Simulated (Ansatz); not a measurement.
Frontier orbitals of C2H8N2S, SMILES `CSC(N)N`.

```xyz
13

C     1.348   -0.228    1.482
S     0.741    1.027    0.348
C    -0.296   -0.018   -0.800
N    -1.385   -0.694   -0.169
N    -0.777    0.809   -1.868
H     1.872   -1.022    0.945
H     0.542   -0.657    2.081
H     2.056    0.254    2.155
H     0.382   -0.772   -1.211
H    -1.059   -1.451    0.415
H    -1.915   -0.057    0.417
H    -0.023    1.359   -2.261
H    -1.486    1.450   -1.533
```

Charge 0, multiplicity 1. All single points use the PBE0-D4/def2-TZVP geometry. It is one conformer, not always the lowest. Basis def2-TZVPP, the Gaussian-basis code of Ansatz.

Orbital energies of one run (eV). Highest occupied ones, from the top: -6.08, -6.65, -7.43, -9.14, -10.89, -11.05, -11.83, -11.88, -12.37, -13.38, -14.64, -16.42, -18.12, -21.13. Empty: 0.37, 0.52, 1.50, 1.74, 2.12, 2.46.

(1) Which functional gave them?
A. B3LYP
B. r2SCAN
C. revPBE
D. ωB97X-V

Results:

(1) A. HOMO energies: B3LYP -6.08, ωB97X-V -8.71, revPBE -4.97, r2SCAN -5.28 eV.

B3LYP here is the variant with VWN-RPA as its local correlation; programs differ in this.
